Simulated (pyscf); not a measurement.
Single points on ωB97X-D3(BJ)/def2-SVP structures (PySCF, gas phase).

Question: For the elementary gas-phase step H₂N–Ge(F)(F)–F + H₂ -> F–GeH(F)–F + NH₃ (singlet surface; Ge–N, H–H broken, Ge–H, H–N formed), what barrier and reaction energy does PBE/def2-TZVP give, measured from the separated reactants?

Answer: ΔE‡ = 1.49 eV, ΔE = -0.06 eV. ωB97M-D3(BJ)/def2-TZVP gives 1.80 eV and -0.01 eV. Zero-point energy shifts the barrier by +0.13 eV. It is a four-centre exchange, with an imaginary mode of 1613i cm⁻¹. On the product side the descent ends in an adduct with a Ge–N contact (not fully relaxed), 0.57 eV under the separated species and 2.33 eV under the saddle at ωB97X-D3(BJ)/def2-TZVP. What is counted as broken (Ge–N) persists as a longer contact in the product adduct; parting that adduct is a step of its own. At the saddle there is also a short Ge–H contact that neither side keeps. This is the saddle that the search found; another between the same sides may lie lower. Elements up to Kr have no core potential and no relativistic terms here.
